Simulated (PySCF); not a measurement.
**Property card for SiH3PH2, `[SiH3]P`**

Species: SiH3PH2, H5PSi.
Z-matrix (Å and degrees, PBE0-D3(BJ)/def2-SVP geometry), rows numbered from 1:
```
Si
P   1  2.2658
H   1  1.4938  2  108.02
H   1  1.4949  2  113.90  3   121.12
H   1  1.4938  2  108.01  3  -117.75
H   2  1.4290  1   93.76  3   -74.26
H   2  1.4293  1   93.72  3  -168.07
```

From PBE0-D3(BJ)/def2-SVP geometry optimisation, gas phase (PySCF):

* Point group: Cs
* Rotational constants A, B, C: 50.904, 5.512, 5.488 GHz

**wB97X-D/def2-SVPD ground state, ΔSCF and vertical TDDFT (core frozen in the response) (PySCF)**

- Dipole moment: 0.71 D
- HOMO energy: -9.44 eV
- LUMO energy: 1.70 eV
- HOMO–LUMO gap: 11.14 eV
- Lowest singlet excitation: 6.71 eV (185 nm, f = 0.014)
- Strongest line among the 10 lowest singlet transitions: S3 at 7.07 eV (175 nm, f = 0.256)
- Lowest triplet excitation (Tamm–Dancoff): 5.82 eV
- Static isotropic polarisability: 58.4 au
- Vertical ionisation energy: 9.89 eV
- Electronic spatial extent ⟨r²⟩ about the centre of nuclear charge: 275 bohr²

**HF/pcSseg-2 ground state and GIAO shieldings, non-relativistic (PySCF)**

- 1H chemical shifts (computed TMS as zero) by class: 3.89 (H3/H4/H5), 1.66 (H6/H7) ppm
- Isotropic shieldings of nuclei other than C and H, by class: 451 (Si1), 612 (P2) ppm

From delta-SCF UKS SCAN, pcX-2 on the ionised atom, pcseg-1 elsewhere, spin-free X2C; 2p3/2 from a spin–orbit splitting computed afterwards within the 2p shell (PySCF):

- Core binding energies: Si2p3/2 106.9 (Si1), P2p3/2 136.5 (P2), Si1s 1846.7 (Si1), P1s 2150.0 (P2) eV

Monoisotopic mass from the formula: 63.9898 u.

A dipole of 0.71 D is allowed in Cs, and pure rotational transitions are dipole-allowed. The principal polarisabilities are 52.1, 52.1 and 71.1 au; their mean is the isotropic value. The largest Löwdin shares of the HOMO are 0.66 on P2, 0.15 on Si1, 0.07 on H6 and 0.07 on H7. With B = h/(8π²I), that is 505.379 GHz u Å² over I, the principal moments of inertia are 9.9, 91.7 and 92.1 u Å² (most abundant isotopes).

Geometry: PBE0-D3(BJ)/def2-SVP; no solvent or vibrations. NMR classes are plain means over equivalent atoms (diastereotopic ones count apart unless rotation or inversion swaps them), as if these changed places fast; in this geometry the members of some classes differ.

For the geometry optimisation (PBE0-D3(BJ)/def2-SVP), time: 3.4 s; peak memory 0.29 GiB. Hardware: an AMD EPYC 7B13 with one thread, no GPU, shared host.
